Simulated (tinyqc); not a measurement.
Inside a calculation (part 1 of 2). Method: UHF in the sto-3g basis, for H2O, spin multiplicity 1. This run ends on a higher stationary point, not on the lowest solution. Computed by tinyqc, a small Python program that keeps every step (integrals from PySCF). Settings: charge = 0, multiplicity = 1, basis = sto-3g, energy threshold = 1e-09, iteration cap = 71, orthogonalisation = canonical, start = core, DIIS depth = 6, DIIS from iteration = 2, method = UHF, break = 0.4. Command: `OMP_NUM_THREADS=1 python tinyqc.py 23562 23563 out.jsonl` (the two numbers bound the seeds that draw the settings). One thread of a shared host (Intel(R) Xeon(R) Processor @ 2.60GHz), about 0.2 s of CPU time with the checks. Later iterations appear only in the table of the cycle.

## One-electron integrals

Geometry (angstrom):
```
atom       x        y       z
O     0.0000   0.0000  0.0000
H     0.0000   1.1960  0.7130
H     0.0000  -1.2510  0.7460
```

Basis sto-3g: exponents (1/bohr^2) and contraction coefficients of normalised primitives:
```
element  l (shell)  exponent  coefficient
O            s (1)  130.7093       0.1543
O            s (1)   23.8089       0.5353
O            s (1)    6.4436       0.4446
O            s (2)    5.0332      -0.1000
O            s (2)    1.1696       0.3995
O            s (2)    0.3804       0.7001
O            p (3)    5.0332       0.1559
O            p (3)    1.1696       0.6077
O            p (3)    0.3804       0.3920
H            s (1)    3.4253       0.1543
H            s (1)    0.6239       0.5353
H            s (1)    0.1689       0.4446
```

Overlap, kinetic and nuclear-attraction integrals over the contracted functions; the nuclear repulsion is the sum of Za Zb / Rab.

nuclear repulsion = 6.163088 hartree

overlap S, lower triangle:
```
         1O 1s   1O 2s  1O 2px   1O 2py  1O 2pz   2H 1s   3H 1s
1O 1s   1.0000
1O 2s   0.2367  1.0000
1O 2px  0.0000  0.0000  1.0000
1O 2py  0.0000  0.0000  0.0000   1.0000
1O 2pz  0.0000  0.0000  0.0000   0.0000  1.0000
2H 1s   0.0195  0.2403  0.0000   0.1996  0.1190  1.0000
3H 1s   0.0169  0.2148  0.0000  -0.1813  0.1081  0.0546  1.0000
```

kinetic energy T (hartree), lower triangle:
```
          1O 1s    1O 2s  1O 2px   1O 2py  1O 2pz    2H 1s   3H 1s
1O 1s   29.0032
1O 2s   -0.1680   0.8081
1O 2px   0.0000   0.0000  2.5287
1O 2py   0.0000   0.0000  0.0000   2.5287
1O 2pz   0.0000   0.0000  0.0000   0.0000  2.5287
2H 1s   -0.0062   0.0049  0.0000   0.0528  0.0315   0.7600
3H 1s   -0.0052  -0.0025  0.0000  -0.0388  0.0232  -0.0110  0.7600
```

nuclear attraction V (hartree), lower triangle:
```
           1O 1s    1O 2s   1O 2px   1O 2py   1O 2pz    2H 1s    3H 1s
1O 1s   -61.3618
1O 2s    -7.3590  -9.7949
1O 2px    0.0000   0.0000  -9.6923
1O 2py   -0.0005  -0.0067   0.0000  -9.7587
1O 2pz   -0.0072  -0.0904   0.0000  -0.0025  -9.7159
2H 1s    -0.6200  -1.6757   0.0000  -1.2002  -0.7292  -4.4638
3H 1s    -0.5378  -1.4767   0.0000   1.0677  -0.6496  -0.2822  -4.3352
```

core Hamiltonian H = T + V (hartree), lower triangle:
```
           1O 1s    1O 2s   1O 2px   1O 2py   1O 2pz    2H 1s    3H 1s
1O 1s   -32.3586
1O 2s    -7.5270  -8.9868
1O 2px    0.0000   0.0000  -7.1635
1O 2py   -0.0005  -0.0067   0.0000  -7.2300
1O 2pz   -0.0072  -0.0904   0.0000  -0.0025  -7.1872
2H 1s    -0.6262  -1.6708   0.0000  -1.1474  -0.6977  -3.7038
3H 1s    -0.5430  -1.4792   0.0000   1.0288  -0.6265  -0.2931  -3.5751
```

## Two-electron integrals

Functions are numbered as in S; the eight-fold symmetry (ij|kl) = (ji|kl) = (kl|ij) leaves the list below.

Two-electron integrals (ij|kl) in chemists' order, unique and non-zero (hartree):
```
(11|11) 4.7851      (21|11) 0.7414      (21|21) 0.1369      (22|11) 1.1189
(22|21) 0.2566      (22|22) 0.8172      (31|31) 0.0245      (32|31) 0.0378
(32|32) 0.1805      (33|11) 1.1158      (33|21) 0.2567      (33|22) 0.8170
(33|33) 0.8802      (41|41) 0.0245      (42|41) 0.0378      (42|42) 0.1805
(43|43) 0.0474      (44|11) 1.1158      (44|21) 0.2567      (44|22) 0.8170
(44|33) 0.7853      (44|44) 0.8802      (51|51) 0.0245      (52|51) 0.0378
(52|52) 0.1805      (53|53) 0.0474      (54|54) 0.0474      (55|11) 1.1158
(55|21) 0.2567      (55|22) 0.8170      (55|33) 0.7853      (55|44) 0.7853
(55|55) 0.8802      (61|11) 0.0618      (61|21) 0.0113      (61|22) 0.0211
(61|33) 0.0211      (61|41) 4.16e-04    (61|42) 0.0008      (61|44) 0.0212
(61|51) 2.48e-04    (61|52) 4.72e-04    (61|54) 4.95e-05    (61|55) 0.0211
(61|61) 0.0009      (62|11) 0.1803      (62|21) 0.0420      (62|22) 0.1521
(62|33) 0.1494      (62|41) 0.0027      (62|42) 0.0221      (62|44) 0.1553
(62|51) 0.0016      (62|52) 0.0132      (62|54) 0.0035      (62|55) 0.1515
(62|61) 0.0035      (62|62) 0.0381      (63|31) 0.0040      (63|32) 0.0247
(63|43) 0.0044      (63|53) 0.0026      (63|63) 0.0049      (64|11) 0.1233
(64|21) 0.0291      (64|22) 0.1125      (64|33) 0.1077      (64|41) 0.0056
(64|42) 0.0397      (64|44) 0.1205      (64|51) 0.0009      (64|52) 0.0089
(64|54) 0.0050      (64|55) 0.1091      (64|61) 0.0025      (64|62) 0.0343
(64|64) 0.0356      (65|11) 0.0735      (65|21) 0.0173      (65|22) 0.0671
(65|33) 0.0642      (65|41) 0.0009      (65|42) 0.0089      (65|44) 0.0666
(65|51) 0.0046      (65|52) 0.0300      (65|54) 0.0058      (65|55) 0.0703
(65|61) 0.0015      (65|62) 0.0205      (65|64) 0.0183      (65|65) 0.0158
(66|11) 0.3775      (66|21) 0.0893      (66|22) 0.3729      (66|33) 0.3605
(66|41) 0.0060      (66|42) 0.0713      (66|44) 0.3877      (66|51) 0.0036
(66|52) 0.0425      (66|54) 0.0162      (66|55) 0.3701      (66|61) 0.0076
(66|62) 0.1288      (66|64) 0.1333      (66|65) 0.0795      (66|66) 0.7746
(71|11) 0.0536      (71|21) 0.0098      (71|22) 0.0183      (71|33) 0.0183
(71|41) -3.56e-04   (71|42) -0.0007     (71|44) 0.0184      (71|51) 2.12e-04
(71|52) 4.04e-04    (71|54) -4.08e-05   (71|55) 0.0183      (71|61) 0.0008
(71|62) 0.0030      (71|64) 0.0020      (71|65) 0.0013      (71|66) 0.0063
(71|71) 0.0007      (72|11) 0.1590      (72|21) 0.0371      (72|22) 0.1346
(72|33) 0.1322      (72|41) -0.0023     (72|42) -0.0196     (72|44) 0.1374
(72|51) 0.0014      (72|52) 0.0117      (72|54) -0.0031     (72|55) 0.1340
(72|61) 0.0030      (72|62) 0.0249      (72|64) 0.0161      (72|65) 0.0130
(72|66) 0.0654      (72|71) 0.0027      (72|72) 0.0301      (73|31) 0.0035
(73|32) 0.0217      (73|43) -0.0038     (73|53) 0.0023      (73|63) 0.0030
(73|73) 0.0039      (74|11) -0.1099     (74|21) -0.0259     (74|22) -0.1006
(74|33) -0.0964     (74|41) 0.0049      (74|42) 0.0350      (74|44) -0.1077
(74|51) -0.0008     (74|52) -0.0079     (74|54) 0.0044      (74|55) -0.0977
(74|61) -0.0020     (74|62) -0.0163     (74|64) -0.0079     (74|65) -0.0084
(74|66) -0.0419     (74|71) -0.0020     (74|72) -0.0275     (74|74) 0.0287
(75|11) 0.0656      (75|21) 0.0155      (75|22) 0.0600      (75|33) 0.0575
(75|41) -0.0008     (75|42) -0.0079     (75|44) 0.0596      (75|51) 0.0040
(75|52) 0.0265      (75|54) -0.0051     (75|55) 0.0628      (75|61) 0.0013
(75|62) 0.0131      (75|64) 0.0084      (75|65) 0.0097      (75|66) 0.0370
(75|71) 0.0012      (75|72) 0.0164      (75|74) -0.0148     (75|75) 0.0127
(76|11) 0.0287      (76|21) 0.0068      (76|22) 0.0266      (76|33) 0.0261
(76|41) -5.40e-06   (76|42) -7.35e-05   (76|44) 0.0266      (76|51) 4.11e-04
(76|52) 0.0041      (76|54) -1.15e-05   (76|55) 0.0271      (76|61) 0.0006
(76|62) 0.0064      (76|64) 0.0051      (76|65) 0.0039      (76|66) 0.0228
(76|71) 4.88e-04    (76|72) 0.0058      (76|74) -0.0047     (76|75) 0.0036
(76|76) 0.0014      (77|11) 0.3615      (77|21) 0.0855      (77|22) 0.3579
(77|33) 0.3466      (77|41) -0.0055     (77|42) -0.0665     (77|44) 0.3715
(77|51) 0.0033      (77|52) 0.0396      (77|54) -0.0149     (77|55) 0.3554
(77|61) 0.0070      (77|62) 0.0711      (77|64) 0.0452      (77|65) 0.0398
(77|66) 0.2161      (77|71) 0.0063      (77|72) 0.1118      (77|74) -0.1173
(77|75) 0.0699      (77|76) 0.0228      (77|77) 0.7746
```

## Orthogonalisation

S = U s U^T; canonical form X = U s^(-1/2), so that X^T S X = 1. Each column of U has its largest component positive (the first on a tie).

eigenvalues of S: 0.6065  0.7041  0.9059  1.0000  1.0864  1.2424  1.4547

X:
```
              1        2        3       4        5        6       7
1O 1s   -0.4831   0.0987   0.6376  0.0000  -0.5634  -0.0401  0.3064
1O 2s    0.8821  -0.1267  -0.2090  0.0000  -0.2437  -0.0418  0.5312
1O 2px   0.0000   0.0000   0.0000  1.0000   0.0000   0.0000  0.0000
1O 2py   0.1278   0.7900  -0.0138  0.0000  -0.0086   0.6641  0.0411
1O 2pz   0.2947  -0.0277   0.6967  0.0000   0.6486  -0.0046  0.1854
2H 1s   -0.6133  -0.5513  -0.2721  0.0000   0.2337   0.3987  0.4011
3H 1s   -0.3977   0.6824  -0.3067  0.0000   0.2613  -0.4489  0.3383
```

## Starting guess

The start is the orbitals of the core Hamiltonian, with HOMO and LUMO mixed by +/-0.4 rad for the two spins; D(s) = C_occ C_occ^T for each spin.

D(alpha) at the start, lower triangle:
```
          1O 1s    1O 2s   1O 2px   1O 2py   1O 2pz   2H 1s   3H 1s
1O 1s    1.0616
1O 2s   -0.2637   1.1284
1O 2px   0.0092  -0.0749   0.8484
1O 2py  -0.0016   0.0098  -0.0381   1.0555
1O 2pz  -0.0067   0.0368  -0.0306   0.0045   1.0192
2H 1s    0.0242  -0.1166   0.3713  -0.1103  -0.0665  0.1795
3H 1s    0.0184  -0.0791   0.0605   0.0818  -0.0498  0.0268  0.0181
```

D(beta) at the start, lower triangle:
```
          1O 1s    1O 2s   1O 2px   1O 2py   1O 2pz   2H 1s   3H 1s
1O 1s    1.0616
1O 2s   -0.2637   1.1284
1O 2px  -0.0092   0.0749   0.8484
1O 2py  -0.0016   0.0098   0.0381   1.0555
1O 2pz  -0.0067   0.0368   0.0306   0.0045   1.0192
2H 1s    0.0242  -0.1166  -0.3713  -0.1103  -0.0665  0.1795
3H 1s    0.0184  -0.0791  -0.0605   0.0818  -0.0498  0.0268  0.0181
```

## Iteration 1: building the Fock matrix

J_ij = sum D_kl (ij|kl) with D = D(alpha) + D(beta), K_ij = sum D_kl (ik|jl) for each spin; F = H + J - K(s); E = tr D H + tr D J / 2 - 0.5 sum_s tr D(s) K(s) + E_nn.

Coulomb J (hartree), lower triangle:
```
          1O 1s   1O 2s  1O 2px   1O 2py  1O 2pz   2H 1s   3H 1s
1O 1s   18.3308
1O 2s    3.4870  8.6530
1O 2px   0.0000  0.0000  8.6231
1O 2py   0.0018  0.0191  0.0000   8.6583
1O 2pz   0.0025  0.0132  0.0000   0.0042  8.6541
2H 1s    0.2887  1.5709  0.0000   1.1519  0.6867  3.8503
3H 1s    0.2503  1.3753  0.0000  -1.0088  0.6047  0.2689  3.5426
```

exchange K(alpha) (hartree), lower triangle:
```
          1O 1s   1O 2s  1O 2px   1O 2py  1O 2pz   2H 1s   3H 1s
1O 1s    4.9159
1O 2s    0.8521  1.4041
1O 2px  -0.0009  0.0020  1.0449
1O 2py   0.0000  0.0013  0.0038   1.1742
1O 2pz   0.0003  0.0029  0.0030   0.0008  1.1722
2H 1s    0.0752  0.2249  0.1183   0.1289  0.0771  0.1723
3H 1s    0.0654  0.1919  0.0227  -0.1054  0.0634  0.0312  0.0514
```

exchange K(beta) (hartree), lower triangle:
```
         1O 1s    1O 2s   1O 2px   1O 2py  1O 2pz   2H 1s   3H 1s
1O 1s   4.9159
1O 2s   0.8521   1.4041
1O 2px  0.0009  -0.0020   1.0449
1O 2py  0.0000   0.0013  -0.0038   1.1742
1O 2pz  0.0003   0.0029  -0.0030   0.0008  1.1722
2H 1s   0.0752   0.2249  -0.1183   0.1289  0.0771  0.1723
3H 1s   0.0654   0.1919  -0.0227  -0.1054  0.0634  0.0312  0.0514
```

F(alpha) (hartree), lower triangle:
```
           1O 1s    1O 2s   1O 2px   1O 2py   1O 2pz    2H 1s    3H 1s
1O 1s   -18.9437
1O 2s    -4.8921  -1.7379
1O 2px    0.0009  -0.0020   0.4146
1O 2py    0.0013   0.0110  -0.0038   0.2542
1O 2pz   -0.0049  -0.0801  -0.0030   0.0009   0.2948
2H 1s    -0.4127  -0.3249  -0.1183  -0.1243  -0.0881  -0.0258
3H 1s    -0.3581  -0.2958  -0.0227   0.1254  -0.0851  -0.0554  -0.0839
```

F(beta) (hartree), lower triangle:
```
           1O 1s    1O 2s  1O 2px   1O 2py   1O 2pz    2H 1s    3H 1s
1O 1s   -18.9437
1O 2s    -4.8921  -1.7379
1O 2px   -0.0009   0.0020  0.4146
1O 2py    0.0013   0.0110  0.0038   0.2542
1O 2pz   -0.0049  -0.0801  0.0030   0.0009   0.2948
2H 1s    -0.4127  -0.3249  0.1183  -0.1243  -0.0881  -0.0258
3H 1s    -0.3581  -0.2958  0.0227   0.1254  -0.0851  -0.0554  -0.0839
```

total energy of this density = -73.516597 hartree

## Iteration 1: diagonalisation and new density

Diagonalise F' = X^T F X, C = X C', fill 5 alpha and 5 beta electrons from the bottom; D(s) = C_occ C_occ^T. Each column has its largest component positive (the first on a tie).

F' = X^T F X (alpha) (hartree), lower triangle:
```
         1        2        3        4        5        6        7
1  -1.4263
2   0.4547   0.3074
3   3.2066  -0.7507  -6.0518
4   0.0780   0.0472   0.0381   0.4146
5  -3.1808   0.7644   6.8185  -0.0355  -7.0861
6  -0.2351   0.2153   0.5294  -0.0394  -0.5825  -0.0803
7   2.1758  -0.5420  -4.8250  -0.0566   5.3432   0.4746  -4.3397
```

orbital energies (alpha) (hartree): MO1 -18.9536, MO2 -0.5478, MO3 -0.0856, MO4 0.0411, MO5 0.3522, MO6 0.4148, MO7 0.5168

coefficients C (alpha):
```
            MO1      MO2      MO3      MO4      MO5      MO6      MO7
1O 1s    0.9940  -0.2418   0.0162   0.1213  -0.0100   0.0142  -0.0276
1O 2s    0.0249   0.9063  -0.0683  -0.5672   0.0721  -0.0800   0.1460
1O 2px  -0.0001   0.0273  -0.0946   0.2398  -0.4529  -0.5848   0.6210
1O 2py   0.0000  -0.0149  -0.3781   0.0738   0.0685   0.7196   0.6422
1O 2pz   0.0010   0.0950   0.0139   0.2675   0.8877  -0.3147   0.2456
2H 1s   -0.0033   0.1682  -0.5154   0.6478  -0.2240  -0.1019  -0.5953
3H 1s   -0.0029   0.1829   0.6697   0.5787  -0.2122   0.4654   0.1540
```

F' = X^T F X (beta) (hartree), lower triangle:
```
         1        2        3       4        5        6        7
1  -1.4263
2   0.4547   0.3074
3   3.2066  -0.7507  -6.0518
4  -0.0780  -0.0472  -0.0381  0.4146
5  -3.1808   0.7644   6.8185  0.0355  -7.0861
6  -0.2351   0.2153   0.5294  0.0394  -0.5825  -0.0803
7   2.1758  -0.5420  -4.8250  0.0566   5.3432   0.4746  -4.3397
```

orbital energies (beta) (hartree): MO1 -18.9536, MO2 -0.5478, MO3 -0.0856, MO4 0.0411, MO5 0.3522, MO6 0.4148, MO7 0.5168

coefficients C (beta):
```
            MO1      MO2      MO3      MO4      MO5      MO6      MO7
1O 1s    0.9940  -0.2418   0.0162   0.1213  -0.0100   0.0142  -0.0276
1O 2s    0.0249   0.9063  -0.0683  -0.5672   0.0721  -0.0800   0.1460
1O 2px   0.0001  -0.0273   0.0946  -0.2398   0.4529   0.5848  -0.6210
1O 2py   0.0000  -0.0149  -0.3781   0.0738   0.0685   0.7196   0.6422
1O 2pz   0.0010   0.0950   0.0139   0.2675   0.8877  -0.3147   0.2456
2H 1s   -0.0033   0.1682  -0.5154   0.6478  -0.2240  -0.1019  -0.5953
3H 1s   -0.0029   0.1829   0.6697   0.5787  -0.2122   0.4654   0.1540
```

D(alpha) after iteration 1, lower triangle:
```
          1O 1s    1O 2s   1O 2px   1O 2py   1O 2pz   2H 1s   3H 1s
1O 1s    1.0615
1O 2s   -0.2650   1.1535
1O 2px   0.0254  -0.1374   0.2723
1O 2py   0.0058  -0.0246   0.0220   0.1533
1O 2pz   0.0019  -0.0026  -0.3366   0.0739   0.8687
2H 1s    0.0286  -0.1960   0.3101   0.2248  -0.0168  0.7637
3H 1s    0.0360  -0.2236   0.1765  -0.2277  -0.0068  0.1080  0.8618
```

D(beta) after iteration 1, lower triangle:
```
          1O 1s    1O 2s   1O 2px   1O 2py   1O 2pz   2H 1s   3H 1s
1O 1s    1.0615
1O 2s   -0.2650   1.1535
1O 2px  -0.0254   0.1374   0.2723
1O 2py   0.0058  -0.0246  -0.0220   0.1533
1O 2pz   0.0019  -0.0026   0.3366   0.0739   0.8687
2H 1s    0.0286  -0.1960  -0.3101   0.2248  -0.0168  0.7637
3H 1s    0.0360  -0.2236  -0.1765  -0.2277  -0.0068  0.1080  0.8618
```

## Iteration 2: building the Fock matrix

As before.

Coulomb J (hartree), lower triangle:
```
          1O 1s    1O 2s  1O 2px   1O 2py  1O 2pz   2H 1s   3H 1s
1O 1s   15.9899
1O 2s    2.9568   7.2537
1O 2px   0.0000   0.0000  7.1736
1O 2py  -0.0030  -0.0190  0.0000   7.2481
1O 2pz   0.0099   0.1252  0.0000   0.0134  7.3159
2H 1s    0.2451   1.3952  0.0000   1.0539  0.6574  4.0822
3H 1s    0.2126   1.2440  0.0000  -0.9589  0.5930  0.2576  4.0881
```

exchange K(alpha) (hartree), lower triangle:
```
         1O 1s    1O 2s   1O 2px   1O 2py  1O 2pz   2H 1s   3H 1s
1O 1s   4.8763
1O 2s   0.7930   1.1495
1O 2px  0.0001  -0.0484   0.4947
1O 2py  0.0000  -0.0154   0.0354   0.5258
1O 2pz  0.0011   0.0011  -0.2490   0.0631  1.0027
2H 1s   0.0691   0.2487   0.0751   0.2176  0.1366  0.6642
3H 1s   0.0601   0.2199   0.0280  -0.2055  0.1154  0.0473  0.7216
```

exchange K(beta) (hartree), lower triangle:
```
          1O 1s    1O 2s   1O 2px   1O 2py  1O 2pz   2H 1s   3H 1s
1O 1s    4.8763
1O 2s    0.7930   1.1495
1O 2px  -0.0001   0.0484   0.4947
1O 2py   0.0000  -0.0154  -0.0354   0.5258
1O 2pz   0.0011   0.0011   0.2490   0.0631  1.0027
2H 1s    0.0691   0.2487  -0.0751   0.2176  0.1366  0.6642
3H 1s    0.0601   0.2199  -0.0280  -0.2055  0.1154  0.0473  0.7216
```

F(alpha) (hartree), lower triangle:
```
           1O 1s    1O 2s   1O 2px   1O 2py   1O 2pz    2H 1s    3H 1s
1O 1s   -21.2450
1O 2s    -5.3632  -2.8826
1O 2px   -0.0001   0.0484  -0.4846
1O 2py   -0.0035  -0.0103  -0.0354  -0.5077
1O 2pz    0.0015   0.0338   0.2490  -0.0522  -0.8740
2H 1s    -0.4503  -0.5243  -0.0751  -0.3111  -0.1768  -0.2858
3H 1s    -0.3905  -0.4550  -0.0280   0.2754  -0.1489  -0.0827  -0.2086
```

F(beta) (hartree), lower triangle:
```
           1O 1s    1O 2s   1O 2px   1O 2py   1O 2pz    2H 1s    3H 1s
1O 1s   -21.2450
1O 2s    -5.3632  -2.8826
1O 2px    0.0001  -0.0484  -0.4846
1O 2py   -0.0035  -0.0103   0.0354  -0.5077
1O 2pz    0.0015   0.0338  -0.2490  -0.0522  -0.8740
2H 1s    -0.4503  -0.5243   0.0751  -0.3111  -0.1768  -0.2858
3H 1s    -0.3905  -0.4550   0.0280   0.2754  -0.1489  -0.0827  -0.2086
```

total energy of this density = -74.114446 hartree

## Iteration 2: diagonalisation and new density

As before.

F' = X^T F X (alpha) (hartree), lower triangle:
```
         1        2        3        4        5        6        7
1  -2.2942
2   0.5257   0.0157
3   3.7002  -0.9056  -7.4978
4   0.1688  -0.0187   0.1928  -0.4846
5  -3.5924   0.8518   7.0460   0.1252  -8.5578
6  -0.2784  -0.0717   0.5781  -0.0441  -0.6837  -0.6661
7   2.0299  -0.5488  -5.3003   0.0308   5.8689   0.4663  -5.2972
```

orbital energies (alpha) (hartree): MO1 -21.2512, MO2 -1.6226, MO3 -0.9989, MO4 -0.6555, MO5 -0.4203, MO6 0.0067, MO7 0.1598

coefficients C (alpha):
```
            MO1      MO2      MO3      MO4      MO5      MO6      MO7
1O 1s    0.9954  -0.2596  -0.0006   0.0068   0.0152   0.0632   0.0000
1O 2s    0.0191   1.0205  -0.0025  -0.0413  -0.1062  -0.3555   0.0017
1O 2px  -0.0001  -0.0342  -0.4217   0.2590   0.7896  -0.3612  -0.0022
1O 2py   0.0003   0.0058   0.0690   0.7606  -0.2261  -0.0340   0.6692
1O 2pz   0.0004  -0.0345   0.8956   0.0234   0.3029  -0.3630  -0.0270
2H 1s   -0.0025   0.0198   0.0388   0.3676   0.2266   0.7158  -0.6540
3H 1s   -0.0021   0.0102   0.0235  -0.2309   0.3736   0.6182   0.7255
```

F' = X^T F X (beta) (hartree), lower triangle:
```
         1        2        3        4        5        6        7
1  -2.2942
2   0.5257   0.0157
3   3.7002  -0.9056  -7.4978
4  -0.1688   0.0187  -0.1928  -0.4846
5  -3.5924   0.8518   7.0460  -0.1252  -8.5578
6  -0.2784  -0.0717   0.5781   0.0441  -0.6837  -0.6661
7   2.0299  -0.5488  -5.3003  -0.0308   5.8689   0.4663  -5.2972
```

orbital energies (beta) (hartree): MO1 -21.2512, MO2 -1.6226, MO3 -0.9989, MO4 -0.6555, MO5 -0.4203, MO6 0.0067, MO7 0.1598

coefficients C (beta):
```
            MO1      MO2      MO3      MO4      MO5      MO6      MO7
1O 1s    0.9954  -0.2596  -0.0006   0.0068  -0.0152   0.0632   0.0000
1O 2s    0.0191   1.0205  -0.0025  -0.0413   0.1062  -0.3555   0.0017
1O 2px   0.0001   0.0342   0.4217  -0.2590   0.7896   0.3612   0.0022
1O 2py   0.0003   0.0058   0.0690   0.7606   0.2261  -0.0340   0.6692
1O 2pz   0.0004  -0.0345   0.8956   0.0234  -0.3029  -0.3630  -0.0270
2H 1s   -0.0025   0.0198   0.0388   0.3676  -0.2266   0.7158  -0.6540
3H 1s   -0.0021   0.0102   0.0235  -0.2309  -0.3736   0.6182   0.7255
```

D(alpha) after iteration 2, lower triangle:
```
          1O 1s    1O 2s   1O 2px   1O 2py  1O 2pz   2H 1s   3H 1s
1O 1s    1.0585
1O 2s   -0.2477   1.0548
1O 2px   0.0228  -0.1284   0.8695
1O 2py   0.0004  -0.0016  -0.0108   0.6345
1O 2pz   0.0136  -0.0705  -0.1312   0.0109  0.8955
2H 1s   -0.0017  -0.0192   0.2571   0.2311  0.1113  0.1884
3H 1s   -0.0007  -0.0199   0.2249  -0.2585  0.1285  0.0009  0.1936
```

D(beta) after iteration 2, lower triangle:
```
          1O 1s    1O 2s   1O 2px   1O 2py  1O 2pz   2H 1s   3H 1s
1O 1s    1.0585
1O 2s   -0.2477   1.0548
1O 2px  -0.0228   0.1284   0.8695
1O 2py   0.0004  -0.0016   0.0108   0.6345
1O 2pz   0.0136  -0.0705   0.1312   0.0109  0.8955
2H 1s   -0.0017  -0.0192  -0.2571   0.2311  0.1113  0.1884
3H 1s   -0.0007  -0.0199  -0.2249  -0.2585  0.1285  0.0009  0.1936
```
